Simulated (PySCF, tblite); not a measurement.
**C4H2N2− (doublet): geometry, infrared bands and EPR parameters**

Aim: predict the infrared bands and EPR parameters of C4H2N2− (doublet) (`N#C/C=C/[C]=[N-]`).

Computed with tblite 0.8.0 and PySCF 2.14.0, with density-fitted response routines of our own, on a single molecule in the gas phase. Atoms are numbered from 0 throughout.

## 1. The molecule as given

8 atoms, charge -1, multiplicity 2; geometry from: force field or distance geometry start.

Bonds of the start (Å): N0–C1 1.18, C1–C2 1.43, C2–C3 1.33, C3–C4 1.48, C4–N5 1.30, C2–H6 1.09, C3–H7 1.09.

## 2. Relaxing the molecule with GFN2-xTB

The job: settings as JSON, then the geometry in Å.

```
{"job": {"kind": "relax", "xc": "GFN2-xTB", "basis": "xTB"}, "charge": -1, "multiplicity": 2}
N      2.912900     0.151200     0.038600
C      1.735200     0.249100     0.082600
C      0.311200     0.343500     0.182200
C     -0.474500    -0.593600    -0.331000
C     -1.942100    -0.483700    -0.218900
N     -2.387400     0.591300     0.366800
H     -0.093300     1.230100     0.663800
H     -0.053000    -1.478400    -0.808600
```

Launch:

```console
OMP_NUM_THREADS=1 python probes_run.py task.json out
```

One launch serves the whole session: the jobs run in the order shown.

The log of the run:

```text
step      E/eV     max force
  0    -419.97564    7.598
  1    -420.86675    7.949
  2    -421.28443    4.219
  3    -421.59240    3.607
  4    -421.73826    4.256
  5    -421.96786    1.536
  6    -422.00436    1.052
  7    -422.06415    1.241
  8    -422.16881    1.185
  9    -422.23045    1.034
 10    -422.27715    0.660
 11    -422.29812    0.594
 12    -422.31739    0.766
 13    -422.34114    0.709
 14    -422.36124    0.669
 15    -422.37100    0.271
 16    -422.37644    0.283
 17    -422.37929    0.256
 18    -422.38219    0.203
 19    -422.38701    0.195
 20    -422.39093    0.222
 21    -422.39440    0.182
 22    -422.39692    0.192
 23    -422.40019    0.263
 24    -422.40510    0.269
 25    -422.41041    0.306
 26    -422.41362    0.222
 27    -422.41516    0.174
 28    -422.41577    0.136
 29    -422.41617    0.115
 30    -422.41644    0.067
 31    -422.41657    0.041
 32    -422.41662    0.029
 33    -422.41666    0.015
 34    -422.41668    0.016
 35    -422.41669    0.009
```

Wall time 0.12 s (1 thread of Arm Neoverse V1, shared host).

Step by step: (not every step is listed)

```csv
step,energy from step 0 (eV),largest force (eV/Å)
0,0.0000,7.5979
1,-0.8911,7.9486
2,-1.3088,4.2185
3,-1.6168,3.6069
4,-1.7626,4.2559
5,-1.9922,1.5364
6,-2.0287,1.0517
7,-2.0885,1.2411
8,-2.1932,1.1851
10,-2.3015,0.6595
12,-2.3417,0.7659
14,-2.3856,0.6691
16,-2.4008,0.2825
18,-2.4065,0.2035
20,-2.4153,0.2224
22,-2.4213,0.1925
24,-2.4295,0.2686
26,-2.4380,0.2215
28,-2.4401,0.1356
30,-2.4408,0.0668
31,-2.4409,0.0408
32,-2.4410,0.0290
33,-2.4410,0.0153
34,-2.4410,0.0160
35,-2.4411,0.0093
```

Close pairs (by a distance rule), those that changed most:

```csv
bond,before (Å),after (Å),change (Å)
C4–N5,1.303,1.171,-0.132
C3–C4,1.476,1.364,-0.112
C2–C3,1.326,1.409,+0.083
C1–C2,1.431,1.364,-0.067
N0–C1,1.183,1.171,-0.012
C3–H7,1.090,1.085,-0.005
C2–H6,1.087,1.085,-0.002
```

The next job starts from the end point, and lists it.

## 3. Infrared spectrum with GFN2-xTB

The job: settings as JSON, then the geometry in Å.

```
{"job": {"kind": "ir", "xc": "GFN2-xTB", "basis": "xTB"}, "charge": -1, "multiplicity": 2}
N      2.987186    -0.017145    -0.068416
C      1.840842     0.183872     0.061162
C      0.509718     0.434865     0.221592
C     -0.507289    -0.430597    -0.228681
C     -1.838690    -0.182126    -0.066993
N     -2.985467     0.016082     0.064032
H      0.231986     1.354922     0.726005
H     -0.229230    -1.350461    -0.733266
```

The log of the run:

```text
mode    cm-1     km/mol
  1     107.2     16.19
  2     127.7     21.13
  3     240.5      0.00
  4     396.7      0.00
  5     436.9     41.17
  6     526.9     16.72
  7     536.7      0.00
  8     555.8      0.00
  9     707.8     15.75
 10    1038.1      0.00
 11    1117.5      0.63
 12    1215.6      0.00
 13    1235.0      1.00
 14    1497.2      0.00
 15    2233.1   1363.58
 16    2270.9      0.10
 17    2996.6      0.00
 18    3001.8    194.62
```

Wall time 0.12 s (1 thread of Arm Neoverse V1, shared host).

Which atoms move in the most intense modes:

```csv
cm⁻¹,km/mol,atoms
107,16.2,"N5 25 %, N0 25 %, C3 22 %, C2 22 %"
128,21.1,"N0 28 %, N5 28 %, C2 19 %, C3 19 %"
437,41.2,"C4 35 %, C1 34 %"
527,16.7,"C1 32 %, C4 32 %"
708,15.8,"H7 46 %, H6 46 %"
1235,1.0,"C2 25 %, C3 25 %, H6 16 %, H7 16 %"
2233,1363.6,"C4 32 %, C1 31 %, N5 17 %, N0 16 %"
3002,194.6,"H7 47 %, H6 46 %"
```

## 4. EPR parameters: B3LYP/pcH-1

Same as in step 3 but for these lines:

```diff
@@ -1,2 +1,2 @@
-{"job": {"kind": "ir", "xc": "GFN2-xTB", "basis": "xTB"}, "charge": -1, "multiplicity": 2}
+{"job": {"kind": "epr", "basis": "pcH-1"}, "charge": -1, "multiplicity": 2}
 N      2.987186    -0.017145    -0.068416
```

With the program's defaults for keys left out, this is: UKS B3LYP, pcH-1 on C H N, non-relativistic, mean-field spin-orbit, GIAO.

The log of the run:

```text
UKS, coarse grid
  cycle   1  E = -263.05295126  |g| = 4.04e-01
  cycle   2  E = -262.84459562  |g| = 8.07e-01
  cycle   3  E = -263.12144444  |g| = 1.71e-01
  cycle   4  E = -263.13589029  |g| = 3.44e-02
  cycle   5  E = -263.13641143  |g| = 1.49e-02
  cycle   6  E = -263.13652804  |g| = 2.44e-03
  cycle   7  E = -263.13653993  |g| = 8.64e-04
  cycle   8  E = -263.13654196  |g| = 5.48e-04
UKS, final grid
  cycle   1  E = -263.13651432  |g| = 1.15e-03
  cycle   2  E = -263.13651155  |g| = 2.82e-03
  cycle   3  E = -263.13651494  |g| = 8.24e-05
  cycle   4  E = -263.13651496  |g| = 5.89e-05
  cycle   5  E = -263.13651496  |g| = 5.31e-05
  cycle   6  E = -263.13651496  |g| = 1.39e-05
E = -263.13651496 Eh   <S^2> = 0.7571 (exact 0.7500)
g shifts (ppm)      1          2          3
  rmc          -181       -181       -181
  gc             40         -8         31
  oz_so         -61         53       1421
  total        -202       -136       1271
hyperfine (MHz)  atom isotope    a_iso     a_fc   dipolar eigenvalues
    0   14N       6.29       6.29    -11.28     -9.44     20.71
    1   13C     -28.44     -28.44     -5.12     -2.02      7.14
    2   13C      16.26      16.26    -30.04    -28.60     58.64
    3   13C      16.26      16.26    -30.04    -28.60     58.64
    4   13C     -28.46     -28.46     -5.13     -2.02      7.15
    5   14N       6.30       6.30    -11.29     -9.45     20.74
    6    1H     -24.67     -24.67    -13.32     -1.41     14.73
    7    1H     -24.67     -24.67    -13.32     -1.41     14.73
```

Run time: 19 s. Hardware: 1 thread of Arm Neoverse V1, shared host; peak memory 0.55 GiB.

Principal g values 2.00212, 2.00218, 2.00359; g(iso) = 2.00263, against 2.00232 for a free electron.

Mean a(iso) over the nuclei that a row names, and the largest dipolar term of the row (other rows stand at the frozen geometry):

```csv
nuclei,isotope,a(iso) (MHz),"a(iso) (G, at g = 2.0023)",largest dipolar term (MHz)
"C1, C4",13C,-28.4,-10.2,7.1
"H6, H7",1H,-24.7,-8.8,14.7
"C2, C3",13C,16.3,5.8,58.6
"N0, N5",14N,6.3,2.2,20.7
```

Mulliken spin populations:

```csv
atom,value (e)
N0,0.23
C1,-0.05
C2,0.34
C3,0.34
C4,-0.05
N5,0.23
H6,-0.02
H7,-0.02
```

In first order the couplings over 0.8 MHz of 1H, 14N give 15 distinct lines over 26.6 G, if the averaged nuclei exchange fast.

The fields below are evaluated on a grid from the run's orbitals.

ELF in a plane through or near 8 of the atoms.

Ten even steps from '0' (0.00) to '9' (1.00):
```
0000000000000000000000000000
0000000000000000000000000000
0000000000000000000000000000
0000000000015630000000000000
0000000000169992000000000000
0000000000179993001222210000
0000012220169991013456653000
0001244554358960036668886200
0014666775864152456844997300
0037885747681584863542987300
0037894455684852878375887300
0037995586542517684776764100
0026888666300698534554421000
0003566543102999710222100000
0000123221003999820000000000
0000000000002999610000000000
0000000000000365100000000000
0000000000000000000000000000
0000000000000000000000000000
0000000000000000000000000000
```
The map spans 11.1 Å across and 8.2 Å up, centred on the molecule. Atoms in the plane (x, y in Å): N0 (-3.0, -0.3), C1 (-1.8, 0.0), C2 (-0.5, 0.4), C3 (0.5, -0.4), C4 (1.8, 0.0), N5 (3.0, 0.3), H6 (-0.4, 1.5), H7 (0.4, -1.5).

log10 of the density (e/Å³) in the same plane.

Values, 10 rows by 14 columns:
```
-4.0 -4.0 -4.0 -4.0 -4.0 -4.0 -4.0 -4.0 -4.0 -4.0 -4.0 -4.0 -4.0 -4.0
-4.0 -4.0 -4.0 -4.0 -4.0 -3.2 -2.9 -3.0 -3.7 -4.0 -4.0 -4.0 -4.0 -4.0
-4.0 -4.0 -4.0 -3.2 -2.8 -1.9 -1.2 -1.5 -2.5 -2.6 -2.5 -2.6 -3.4 -4.0
-4.0 -3.4 -2.4 -1.7 -1.4 -1.0  0.1 -0.5 -1.7 -1.3 -1.0 -1.1 -1.8 -3.4
-4.0 -2.2 -1.2 -0.3  0.0  0.1  1.4 -0.1 -0.5  0.0  0.4  0.1 -1.1 -2.7
-3.8 -1.8 -0.6  1.3  0.5  0.2  0.0  0.3  0.3  1.7  0.4  0.0 -1.2 -2.8
-4.0 -2.1 -1.0 -0.1 -0.4 -0.9 -1.0  0.2 -0.2 -0.6 -0.9 -1.3 -2.1 -3.6
-4.0 -3.2 -2.2 -1.7 -1.8 -2.1 -1.5 -0.4 -1.0 -1.9 -2.2 -2.7 -3.5 -4.0
-4.0 -4.0 -4.0 -3.5 -3.4 -3.3 -2.6 -2.0 -2.3 -3.0 -3.8 -4.0 -4.0 -4.0
-4.0 -4.0 -4.0 -4.0 -4.0 -4.0 -4.0 -3.6 -3.8 -4.0 -4.0 -4.0 -4.0 -4.0
```
The map spans 11.1 Å across and 8.2 Å up, centred on the molecule. Atoms in the plane (x, y in Å): N0 (-3.0, -0.3), C1 (-1.8, 0.0), C2 (-0.5, 0.4), C3 (0.5, -0.4), C4 (1.8, 0.0), N5 (3.0, 0.3), H6 (-0.4, 1.5), H7 (0.4, -1.5).

On the surface of density 0.002 e/bohr³ the electrostatic potential runs, from the 1st to the 99th percentile, from -5.29 V near N5 to -2.83 V near H6.

The spin density lies nearest to C2, C3 about 22 % each; N0, N5 about 18 % each; C1, C4 about 6 % each (both signs).

## 5. Outcome

| quantity | value |
| --- | --- |
| strongest single infrared mode (GFN2-xTB) | 2233 cm⁻¹, 1364 km/mol |
| zero-point energy (GFN2-xTB) | 28.9 kcal/mol |
| g(iso) (B3LYP) | 2.00263 |
| ⟨S²⟩ | 0.757 (exact 0.75) |
| largest a(iso) (averaged by class) | 13C on C1, C4, -28.4 MHz |

In words: Relaxing lowered the energy by 2.441 eV in 35 steps; the close pair that moved most is C4–N5, from 1.303 to 1.171 Å. All 18 modes are real, so the xTB geometry is a minimum. The strongest single mode, at 2233 cm⁻¹, is carried by C4, C1, N5, N0. GFN2-xTB is a fitted tight-binding method: band positions and strengths are rough. Its intensities can rank the bands wrongly. The largest spin populations lie on C2 (0.34 e), C3 (0.34 e). The isotropic g lies 0.3 ppt above the free-electron value.
